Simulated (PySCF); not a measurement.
Species: NP.
InChI=1S/NP/c1-2

Theory: BHandHLYP/6-31+G* geometry optimisation, gas phase (PySCF).

Masses are those of the commonest isotopes; rigid-rotor values at the optimised geometry. 

Question: What are the moment of inertia and the rotational constant?

Answer: I = 20.907 u·Å², B = 505379 MHz·u·Å²/I = 24173 MHz (0.8063 cm⁻¹, or 1.160 K as hB/k). For two atoms I = μr² with μ = 9.6434 u and r = 1.4724 Å.

Question: List the first levels of a rigid rotor in a Σ state.

Answer: E(J) = BJ(J+1): J = 1: 1.613, J = 2: 4.838, J = 3: 9.676, J = 4: 16.127, J = 5: 24.190, J = 6: 33.866 cm⁻¹.

Question: Where do the first rotational lines fall?

Answer: The dipole is 2.99 D; J+1 ← J lies at 2B(J+1): 1 ← 0 at 48.35 GHz, 2 ← 1 at 96.69 GHz, 3 ← 2 at 145.04 GHz, 4 ← 3 at 193.39 GHz, 5 ← 4 at 241.73 GHz, 6 ← 5 at 290.08 GHz.

Question: Estimate the classical rotational partition function at 10 K, 25 K and 100 K.

Answer: Point group C∞v, symmetry number σ = 1; q = kT/(σhB), k/h = 20836.6 MHz/K: 8.6 at 10 K, 21.5 at 25 K, 86.2 at 100 K.

Not checked by BHandHLYP/6-31+G* frequencies. Constants of a rigid frame at the computed geometry: no zero-point averaging, no centrifugal distortion.
